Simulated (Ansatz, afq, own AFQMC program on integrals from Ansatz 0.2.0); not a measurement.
# BH$_{4}$⁺, singlet in cc-pVDZ along one coordinate

```xyz
5

B     0.0000    0.0000    0.0000
H    -0.0156    0.8614    0.8498
H    -0.0213   -0.8500    0.8612
H     0.0213    0.8500   -0.8612
H     0.0156   -0.8614   -0.8498
```

The B1–H3 distance is changed with both sides rigid. Energies in kcal/mol count from this geometry (1.210 Å) at the same level; the start stands on RHF, each point on the determinant named.

Basis cc-pVDZ. Only valence electrons are correlated. Ansatz 0.2.0 and our own AFQMC program on the same integrals; the CISD trial comes from CCSD amplitudes, and released means the phaseless constraint is let go. ± is one standard error of the sampling.

Cautions, each for one point or more: cluster runs in doubt by the program's own checks; restricted determinant unstable towards unrestricted; strong correlation; the next higher spin lies close; the ph-AFQMC/CISD walk drifts between its halves; unrestricted determinant spin contaminated.

```csv
r(B1–H3) / Å,det.,T1,weight,⟨S²⟩,PBE,B2PLYP,CCSD(T)
1.112,RHF,0.007,0.93,pure,4.0,3.5,3.9
1.320,RHF,0.008,0.92,pure,1.6,2.1,1.8
1.694,RHF,0.015,0.90,pure,25.5,27.8,26.0
2.289,RHF,0.052,0.83,pure,63.3§,67.3§,62.7
3.235,UHF‡,0.023,0.94,1.00,78.1§,83.6§,84.7
```

Q: Estimate the curve of full CI, counted from the same start.

A: 
```tsv
r(B1–H3) / Å	det.	T1	weight	⟨S²⟩	FCI	ph-AFQMC/CISD	released AFQMC	CCSDT(Q)
1.112	RHF	0.007	0.93	pure	3.9	3.9 ± 0.04	3.9 ± 0.03	3.9
1.320	RHF	0.008	0.92	pure	1.7	1.7 ± 0.04	1.7 ± 0.03	1.7
1.694	RHF	0.015	0.90	pure	25.9	26.1 ± 0.05	25.9 ± 0.04	25.9
2.289	RHF	0.052	0.83	pure	62.5	63.7 ± 0.06	–	62.5
3.235	UHF‡	0.023	0.94	1.00	83.7	83.7 ± 0.03	–	83.8
```

Weight is that of the determinant in the CISD state; at the start T1 is 0.007 and the weight 0.93. A double dagger marks points where the walks on two determinants ended up to 5.4 kcal/mol apart; the lower is shown. Symmetry can't show for every point that it stays on the start's state. A dash marks a missing value, a released energy that hasn't settled or a functional that sits on another state. § marks a functional whose ⟨S²⟩ is too high by over 0.1. Largest departures from full CI: CCSD(T) 1.0 kcal/mol at 3.235 (on UHF), ph-AFQMC/CISD 1.1 kcal/mol at 2.289 (on RHF), released AFQMC 0.0 kcal/mol at 1.694 (on RHF) (within the noise), CCSDT(Q) 0.1 kcal/mol at 3.235 (on UHF). The functionals aren't scored here. In this small basis the wave-function levels are far from their limit, so their gap to the functionals isn't the functionals' error.

CCSDT and higher add their correlation energy to the determinant of the CCSD(T) run, since their own runs factorise the integrals more tightly (a shift of under 2 meV). A walk keeps the symmetry of its determinant, which the program's search chose and which needn't be the lowest solution, so a lower state of the same spin and another symmetry isn't excluded. Released energies are given only where the last usable release times agree within the noise; a slower fall can still hide under it.
